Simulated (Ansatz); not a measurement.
`CO[SiH]`. The species carries charge 0 and has multiplicity 1.

Z-matrix (Å, degrees):
```
C
O 1 1.410
H 1 1.095 2 110.9
H 1 1.092 2 109.2 3 120.7
H 1 1.092 2 109.2 3 -120.7
Si 2 1.639 1 130.6 3 0.2
H 6 1.552 2 97.1 1 -0.0
```

List the harmonic frequencies (cm⁻¹, unscaled) at PBE0-D4/def2-TZVP in Ansatz. (Best estimate.)

Ansatz gave: 147, 306, 364, 760, 889, 1149, 1180, 1197, 1467, 1488, 1494, 1909, 3027, 3108, 3120.

Is this a minimum?

Yes, all 15 modes are real.

Give the ideal-gas thermochemistry at 298.15 K and 1 bar (rigid rotor, harmonic oscillator; point group Cs, symmetry number 1).

Zero-point energy 129.2 kJ/mol; H(298) − E = 143.4 kJ/mol; entropy 279.5 J/(mol·K), of which translation 159.9, rotation 95.5, vibration 24.1; G(298) − E = 60.1 kJ/mol.
